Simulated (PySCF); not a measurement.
Spectra and structures to be paired. Method used: PySCF, TDDFT CAM-B3LYP/def2-SVPD, vertical, gas phase, core orbitals frozen in the response. Geometries: GFN2-xTB; one conformer of each isolated species. Triplets are in the Tamm–Dancoff approximation.

A. `C=CC#N`
B. `c1cc2occc2o1`
C. `[SiH](C)(C#P)C`

Lowest singlet levels (six at most, fewer where fewer were computed) with oscillator strengths:

1. 232 nm (f 0.375); 207 nm (f 0.012); 194 nm (f 0.000); 188 nm (f 0.044); 188 nm (f 0.000); 184 nm (f 0.000); T1 3.37 eV
2. 307 nm (f 0.000); 282 nm (f 0.001); 282 nm (f 0.000); 197 nm (f 0.009); 197 nm (f 0.004); 179 nm (f 0.863); T1 3.10 eV
3. 191 nm (f 0.323); 190 nm (f 0.000); 172 nm (f 0.005); 160 nm (f 0.010); 152 nm (f 0.011); 147 nm (f 0.004); T1 3.78 eV

Question: Match each spectrum to its molecule.

Answer: 1 = B, 2 = C, 3 = A.
- A: S1 at 6.48 eV, HOMO→LUMO (89%); Löwdin shares by element: HOMO carbon 70%, nitrogen 23%; LUMO carbon 73%, nitrogen 14%; HOMO -9.81 and LUMO -0.59 eV; point group Cs, 1 of its 6 listed states under f = 0.0005.
- B: S1 at 5.33 eV, HOMO→LUMO (96%); Löwdin shares by element: HOMO carbon 68% or more (atoms not listed hold the other 32%); LUMO carbon 58% or more (atoms not listed hold the other 42%); HOMO -7.30 and LUMO 0.69 eV; point group C2h, 3 of its 6 listed states under f = 0.0005.
- C: S1 at 4.04 eV, HOMO→LUMO (49%), HOMO-1→LUMO+1 (46%); Löwdin shares by element: HOMO carbon 48% or more, phosphorus 38%, silicon 6%; LUMO (one of a set within 0.03 eV) phosphorus 51%, carbon 36% or more, silicon 7%; HOMO -8.94 and LUMO -0.40 eV; point group Cs, 2 of its 6 listed states under f = 0.0005.
